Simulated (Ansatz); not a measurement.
**Si2H6S: from a rough start to a minimum**

Aim: relax Si2H6S from a cheap starting geometry, check the end point by its vibrations and derive ideal-gas thermochemistry.

The runs use Ansatz 0.2.0, Gaussian basis; RKS PBE0-D4/def2-TZVP.

Plan: relaxation at PBE-D4/def2-SVP; relaxation at PBE0-D4/def2-TZVP; harmonic vibrations at the same level.

1 further run of the same task is left out (set aside as unsound or not needed).

### 1 The system as given

SMILES `[SiH3][SiH2]S`, 9 atoms, charge 0, spin multiplicity 1.

Atoms are counted from 1 here; the program's logs count them from 0.

Bond lengths: Si1–Si2 2.248 Å, Si1–H4 1.468 Å, Si1–H5 1.491 Å, Si1–H6 1.529 Å, Si2–S3 2.154 Å, Si2–H7 1.478 Å, Si2–H8 1.527 Å, S3–H9 1.363 Å. Angles: Si2–Si1–H4 112.7°, Si2–Si1–H5 113.7°, Si2–Si1–H6 113.3°, H4–Si1–H5 104.4°, H4–Si1–H6 104.7°, H5–Si1–H6 107.1°, Si1–Si2–S3 112.4°, Si1–Si2–H7 111.4°, Si1–Si2–H8 109.4°, S3–Si2–H7 107.8°, S3–Si2–H8 108.9°, H7–Si2–H8 106.7°, Si2–S3–H9 96.7°.

As a file:

```
atom    x (Å)    y (Å)    z (Å)
 Si1  -0.1687   1.1651  -0.9491
 Si2   0.3587  -0.6770   0.2257
  S3  -0.9192  -0.9525   1.9379
  H4  -1.5460   1.1387  -1.4561
  H5   0.6712   1.3626  -2.1646
  H6  -0.0827   2.4520  -0.1286
  H7   0.2654  -1.8944  -0.6074
  H8   1.8063  -0.5785   0.7000
  H9  -0.2966  -2.0624   2.4250
```

The start is a force-field geometry with small random shifts, so a cheaper pass at PBE-D4/def2-SVP comes first.

### 2 Optimising with PBE-D4/def2-SVP (cheap first pass)

Contents of in.yaml:

```yaml
crystal:
  periodic: [false, false, false]
  atoms:
    - {symbol: Si, position_ang: [-0.168700, 1.165100, -0.949100]}
    - {symbol: Si, position_ang: [0.358700, -0.677000, 0.225700]}
    - {symbol: S, position_ang: [-0.919200, -0.952500, 1.937900]}
    - {symbol: H, position_ang: [-1.546000, 1.138700, -1.456100]}
    - {symbol: H, position_ang: [0.671200, 1.362600, -2.164600]}
    - {symbol: H, position_ang: [-0.082700, 2.452000, -0.128600]}
    - {symbol: H, position_ang: [0.265400, -1.894400, -0.607400]}
    - {symbol: H, position_ang: [1.806300, -0.578500, 0.700000]}
    - {symbol: H, position_ang: [-0.296600, -2.062400, 2.425000]}
basis:
  gaussian: {orbitals: def2-SVP}
hamiltonian: {xc: pbe, dispersion: d4}
relax: {f_tol: 0.03, max_steps: 200}
```

Started as:

```console
$ ansatz run in.yaml --threads 2 --pin off --events-out ev --progress --plain --max-ram 4352MiB
```

The program printed (excerpt; [...] marks lines left out):

```text
Functional definition: PBE
  name "PBE"
  cite "Perdew, Burke & Ernzerhof, Phys. Rev. Lett. 77, 3865 (1996) doi:10.1103/PhysRevLett.77.3865"
  parent pbe
[...]
945 factors; their error is unknown
[...]
mean field -26666.98717491 eV, -979.9937031448 hartree, gradient 3.4e-5 eV, S^2 0.000000; 0 other end points of the search recorded, 0 dependent functions left out
[...]
reference -26666.98721063 eV, -979.9937044574 hartree; 25, 25 occupied and 59, 59 virtual orbitals, 945 factors
relax step   1: F+E_penalty+E_count = -26667.19049931 eV  Δ(F+E_penalty+E_count) = +0.000e0 eV  max|allowed force component| = 1.657e0 eV/Å  Δτ_max = 0.0000 Å  (23 SCF iters, accepted)
[...]
relax step   4: F+E_penalty+E_count = -26667.34591376 eV  Δ(F+E_penalty+E_count) = -2.838e-3 eV  max|allowed force component| = 3.879e-2 eV/Å  Δτ_max = 0.0497 Å  (26 SCF iters, accepted)
[...]
relax step   5: F+E_penalty+E_count = -26667.34648050 eV  Δ(F+E_penalty+E_count) = -5.667e-4 eV  max|allowed force component| = 1.982e-2 eV/Å  Δτ_max = 0.0186 Å  (27 SCF iters, accepted)
945 factors; their error is unknown
mean field -26667.14304165 eV, -979.9994311418 hartree, gradient 8.2e-6 eV, S^2 0.000000; 1 other end points of the search recorded, 0 dependent functions left out
[...]
reference -26667.14307723 eV, -979.9994324496 hartree; 25, 25 occupied and 59, 59 virtual orbitals, 945 factors
Total energy: -26667.34651608 eV, -980.0069086893 hartree
Atom 0 at    -0.205443     1.206406    -0.952076 Å, force     0.005319     0.001174    -0.005926 eV/Å
Atom 1 at     0.430341    -0.726513     0.225228 Å, force     0.012222    -0.005148    -0.008069 eV/Å
Atom 2 at    -0.931149    -0.856850     1.907195 Å, force    -0.007125    -0.010129     0.019819 eV/Å
Atom 3 at    -1.631982     1.084039    -1.413815 Å, force    -0.000767     0.001442     0.002422 eV/Å
Atom 4 at     0.686587     1.375456    -2.153382 Å, force    -0.001898     0.001146     0.000613 eV/Å
Atom 5 at    -0.071617     2.416182    -0.067914 Å, force    -0.003570    -0.000515     0.000441 eV/Å
Atom 6 at     0.331024    -1.937973    -0.666772 Å, force    -0.001399    -0.001458    -0.000185 eV/Å
Atom 7 at     1.863700    -0.613167     0.678852 Å, force     0.000718     0.000457     0.001464 eV/Å
Atom 8 at    -0.383062    -1.993980     2.425484 Å, force    -0.003499     0.013031    -0.010579 eV/Å
Dipole moment:     0.153152    -0.129185    -0.044032 e Å
```

It took 7 s on 2 threads of Arm Neoverse V1, shared host.

The steps of the relaxation:

```
step  energy from step 1 (eV)  largest force component (eV/Å)
   1                   0.0000                          1.6567
   2                  -0.1056                          0.4145
   3                  -0.1526                          0.1332
   4                  -0.1554                          0.0388
   5                  -0.1560                          0.0198
```

Distances of close pairs at the start and the end, largest changes first:

| bond | before (Å) | after (Å) | change (Å) |
| --- | --- | --- | --- |
| Si1–Si2 | 2.248 | 2.351 | +0.103 |
| Si1–H4 | 1.468 | 1.504 | +0.037 |
| Si2–H7 | 1.478 | 1.508 | +0.030 |
| Si1–H6 | 1.529 | 1.504 | -0.024 |
| Si2–H8 | 1.527 | 1.508 | -0.019 |
| Si1–H5 | 1.491 | 1.506 | +0.015 |
| Si2–S3 | 2.154 | 2.168 | +0.014 |
| S3–H9 | 1.363 | 1.365 | +0.002 |

### 3 Optimising with PBE0-D4/def2-TZVP

Contents of in.yaml:

```yaml
crystal:
  periodic: [false, false, false]
  atoms:
    - {symbol: Si, position_ang: [-0.205443, 1.206406, -0.952076]}
    - {symbol: Si, position_ang: [0.430341, -0.726513, 0.225228]}
    - {symbol: S, position_ang: [-0.931149, -0.856850, 1.907195]}
    - {symbol: H, position_ang: [-1.631982, 1.084039, -1.413815]}
    - {symbol: H, position_ang: [0.686587, 1.375456, -2.153382]}
    - {symbol: H, position_ang: [-0.071617, 2.416182, -0.067914]}
    - {symbol: H, position_ang: [0.331024, -1.937973, -0.666772]}
    - {symbol: H, position_ang: [1.863700, -0.613167, 0.678852]}
    - {symbol: H, position_ang: [-0.383062, -1.993980, 2.425484]}
basis:
  gaussian: {orbitals: def2-TZVP}
hamiltonian: {xc: pbe0, dispersion: d4}
relax: {f_tol: 0.005, max_steps: 150}
```

Same command.

The program printed (excerpt; [...] marks lines left out):

```text
Functional definition: PBE0
  name "PBE0"
  cite "Adamo & Barone, J. Chem. Phys. 110, 6158 (1999) doi:10.1063/1.478522"
  cite "Perdew, Burke & Ernzerhof, Phys. Rev. Lett. 77, 3865 (1996) doi:10.1103/PhysRevLett.77.3865"
  parent pbe
[...]
1071 factors; their error is unknown
[...]
mean field -26679.18918274 eV, -980.4421186619 hartree, gradient 2.7e-5 eV, S^2 0.000000; 0 other end points of the search recorded, 0 dependent functions left out
[...]
reference -26679.18921632 eV, -980.4421198957 hartree; 25, 25 occupied and 122, 122 virtual orbitals, 1071 factors
relax step   1: F+E_penalty+E_count = -26679.36306639 eV  Δ(F+E_penalty+E_count) = +0.000e0 eV  max|allowed force component| = 4.737e-1 eV/Å  Δτ_max = 0.0000 Å  (24 SCF iters, accepted)
[...]
Total energy: -26679.39084205 eV, -980.4495295048 hartree
Atom 0 at    -0.203179     1.202800    -0.951026 Å, force    -0.002170     0.000622     0.001996 eV/Å
Atom 1 at     0.424924    -0.718190     0.224800 Å, force    -0.003104    -0.000911     0.004441 eV/Å
Atom 2 at    -0.912635    -0.861458     1.893434 Å, force     0.003463    -0.003126    -0.000064 eV/Å
Atom 3 at    -1.613060     1.082919    -1.406503 Å, force     0.000203     0.000375    -0.001394 eV/Å
Atom 4 at     0.678622     1.368005    -2.137425 Å, force     0.001696    -0.001376    -0.000327 eV/Å
Atom 5 at    -0.072753     2.398961    -0.078265 Å, force     0.000374     0.001139    -0.001049 eV/Å
Atom 6 at     0.319602    -1.922626    -0.642968 Å, force    -0.000157     0.000375    -0.001217 eV/Å
Atom 7 at     1.835838    -0.612798     0.686249 Å, force     0.000762     0.001024    -0.000945 eV/Å
Atom 8 at    -0.368961    -1.984013     2.394504 Å, force    -0.001067     0.001878    -0.001440 eV/Å
Dipole moment:     0.153520    -0.109261    -0.065640 e Å
```

It took 16 s on 2 threads of Arm Neoverse V1, shared host; peak memory 0.32 GiB.

The steps of the relaxation:

```csv
step,energy from step 1 (eV),largest force component (eV/Å)
1,0.0000,0.4737
2,-0.0251,0.1682
3,-0.0270,0.0468
4,-0.0277,0.0088
5,-0.0277,0.0044
```

Close pairs (by a distance rule), those that changed most:

| bond | before (Å) | after (Å) | change (Å) |
| --- | --- | --- | --- |
| Si2–S3 | 2.168 | 2.143 | -0.025 |
| S3–H9 | 1.365 | 1.344 | -0.020 |
| Si2–H8 | 1.508 | 1.488 | -0.019 |
| Si2–H7 | 1.508 | 1.488 | -0.019 |
| Si1–H5 | 1.506 | 1.487 | -0.018 |
| Si1–H6 | 1.504 | 1.486 | -0.018 |
| Si1–H4 | 1.504 | 1.486 | -0.018 |
| Si1–Si2 | 2.351 | 2.338 | -0.013 |

Mulliken charges at the end point, from the run's report:

```csv
atom,value (e)
Si1,0.02
Si2,0.15
S3,-0.31
H4,0.00
H5,-0.01
H6,0.00
H7,-0.01
H8,-0.01
H9,0.17
```

### 4 Force constants and modes

Contents of in.yaml:

```yaml
crystal:
  periodic: [false, false, false]
  atoms:
    - {symbol: Si, position_ang: [-0.203179, 1.202800, -0.951026]}
    - {symbol: Si, position_ang: [0.424924, -0.718190, 0.224800]}
    - {symbol: S, position_ang: [-0.912635, -0.861458, 1.893434]}
    - {symbol: H, position_ang: [-1.613060, 1.082919, -1.406503]}
    - {symbol: H, position_ang: [0.678622, 1.368005, -2.137425]}
    - {symbol: H, position_ang: [-0.072753, 2.398961, -0.078265]}
    - {symbol: H, position_ang: [0.319602, -1.922626, -0.642968]}
    - {symbol: H, position_ang: [1.835838, -0.612798, 0.686249]}
    - {symbol: H, position_ang: [-0.368961, -1.984013, 2.394504]}
basis:
  gaussian: {orbitals: def2-TZVP}
hamiltonian: {xc: pbe0, dispersion: d4}
phonons: {temperatures: {t_min: 298.15, t_max: 900, t_step: 200}}
```

The command is unchanged.

The program printed (excerpt; [...] marks lines left out):

```text
Functional definition: PBE0
  name "PBE0"
  cite "Adamo & Barone, J. Chem. Phys. 110, 6158 (1999) doi:10.1063/1.478522"
  cite "Perdew, Burke & Ernzerhof, Phys. Rev. Lett. 77, 3865 (1996) doi:10.1103/PhysRevLett.77.3865"
  parent pbe
[...]
1071 factors; their error is unknown
[...]
mean field -26679.21614630 eV, -980.4431095542 hartree, gradient 3.0e-5 eV, S^2 0.000000; 0 other end points of the search recorded, 0 dependent functions left out
[...]
reference -26679.21617965 eV, -980.4431107801 hartree; 25, 25 occupied and 122, 122 virtual orbitals, 1071 factors
[...]
1071 factors; their error is unknown
[...]
mean field -26679.21605531 eV, -980.4431062105 hartree, gradient 9.9e-7 eV, S^2 0.000000; 0 other end points of the search recorded, 0 dependent functions left out
[...]
Atom 1 at     0.424924    -0.718190     0.224800 Å, force    -0.003105    -0.000924     0.004443 eV/Å
Atom 2 at    -0.912635    -0.861458     1.893434 Å, force     0.003464    -0.003132    -0.000058 eV/Å
Atom 3 at    -1.613060     1.082919    -1.406503 Å, force     0.000198     0.000372    -0.001396 eV/Å
Atom 4 at     0.678622     1.368005    -2.137425 Å, force     0.001693    -0.001375    -0.000325 eV/Å
Atom 5 at    -0.072753     2.398961    -0.078265 Å, force     0.000375     0.001131    -0.001055 eV/Å
Atom 6 at     0.319602    -1.922626    -0.642968 Å, force    -0.000158     0.000378    -0.001216 eV/Å
Atom 7 at     1.835838    -0.612798     0.686249 Å, force     0.000768     0.001027    -0.000945 eV/Å
Atom 8 at    -0.368961    -1.984013     2.394504 Å, force    -0.001071     0.001883    -0.001443 eV/Å
Dipole moment:     0.153520    -0.109261    -0.065640 e Å
Vibrations: 76.19 115.37 158.37 360.34 411.18 480.83 529.12 582.96 677.03 705.60 799.79 883.52 934.58 934.60 951.50 2206.53 2211.37 2220.41 2231.61 2235.66 2704.05 cm⁻¹, zero-point energy 1.389280 eV
```

Run time: 1.8 min. Hardware: 2 threads of Arm Neoverse V1, shared host; peak memory 0.32 GiB.

Motions are named by where the mode's potential energy lies. Wavenumbers, unscaled:

```
mode  cm⁻¹             motion
   1    76            torsion
   2   115               bend
   3   158            torsion
   4   360  bend with torsion
   5   411      Si–Si stretch
   6   481               bend
   7   529       Si–S stretch
   8   583  torsion with bend
   9   677               bend
  10   706               bend
  11   800               bend
  12   884               bend
  13   935  bend with torsion
  14   935  bend with torsion
  15   952  bend with torsion
  16  2207       Si–H stretch
  17  2211       Si–H stretch
  18  2220       Si–H stretch
  19  2232       Si–H stretch
  20  2236       Si–H stretch
  21  2704        S–H stretch
```

From these modes and the moments of inertia (298.15 K, 1 bar, symmetry number 1):

| term | value |
| --- | --- |
| zero-point energy | 134.0 kJ/mol |
| H(298) − E | 154.2 kJ/mol |
| entropy, translation | 165.6 J/(mol K) |
| entropy, rotation | 110.4 J/(mol K) |
| entropy, vibration | 62.4 J/(mol K) |
| entropy, total | 338.3 J/(mol K) |

### 5 What came out

```
                  quantity            value
               point group               Cs
                     steps            5 + 5
shift from the start (rms)          0.078 Å
              total energy   -26679.3908 eV
           dispersion term         -175 meV
             dipole moment           0.96 D
lowest, highest wavenumber    76, 2704 cm⁻¹
         zero-point energy     134.0 kJ/mol
       entropy at 298.15 K  338.3 J/(mol K)
```

**Reading.** The relaxed geometry lies 0.08 Å (rms) from the start; the bond that changed most is Si1–Si2, from 2.248 to 2.338 Å. All wavenumbers are real, so the end point is a minimum. The stiffest mode, 2704 cm⁻¹, is an S–H stretch, and 3 modes under 200 cm⁻¹ make the vibrational entropy uncertain. Harmonic hybrid wavenumbers usually lie a few per cent above measured fundamentals. The largest Mulliken charge, -0.31 e, sits on S3.
